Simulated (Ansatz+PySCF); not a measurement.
## singlet HCl: levels of theory in one basis

```
atom   x (Å)   y (Å)    z (Å)
   H  0.0000  0.0000  -1.6993
  Cl  0.0000  0.0000   0.1000
```

Basis set: 6-31G (spherical functions). Correlated methods keep 5 orbitals frozen. Charge 0, multiplicity 1.

Computed with Ansatz (development build ahead of 0.2.0); each method stands on the lowest determinant of its kind that the runs found.

```json
{"method": "RHF", "E − E(RHF) (eV)": "0.00", "<S²> of the determinant": "0.00"}
{"method": "UHF", "E − E(RHF) (eV)": "-0.09", "<S²> of the determinant": "0.27"}
{"method": "RHF-MP2", "E − E(RHF) (eV)": "-1.65", "<S²> of the determinant": "–"}
{"method": "RHF-CCSD", "E − E(RHF) (eV)": "-2.11", "<S²> of the determinant": "–"}
{"method": "UHF-CCSD", "E − E(RHF) (eV)": "-2.11", "<S²> of the determinant": "0.27"}
{"method": "RHF-CCSD(T)", "E − E(RHF) (eV)": "-2.13", "<S²> of the determinant": "–"}
{"method": "UHF-CCSD(T)", "E − E(RHF) (eV)": "-2.13", "<S²> of the determinant": "0.27"}
{"method": "full CI (lowest root of this spin)", "E − E(RHF) (eV)": "-2.14", "<S²> of the determinant": "–"}
```

Problem. What does UHF-MP2 give on the same scale?

Solution. -1.35 eV.

At such a shape the full CI root can have another spatial symmetry than the determinants, so the rows needn't describe one state.

Problem. Is a single determinant a sound starting point here?

Solution. Only with care. Unrestricted orbitals gain 0.09 eV and <S²> is 0.27 against 0.00 for a pure state, so spin symmetry breaks but gains little energy; restricted orbitals can still serve.

Caution for UHF, UHF-MP2, UHF-CCSD, UHF-CCSD(T): the unrestricted determinant is spin contaminated. Caution for RHF-MP2, UHF-MP2, RHF-CCSD, UHF-CCSD, RHF-CCSD(T), UHF-CCSD(T): bonds are stretched, where a single reference can fail. Caution for UHF-MP2: another reference gives a lower total.
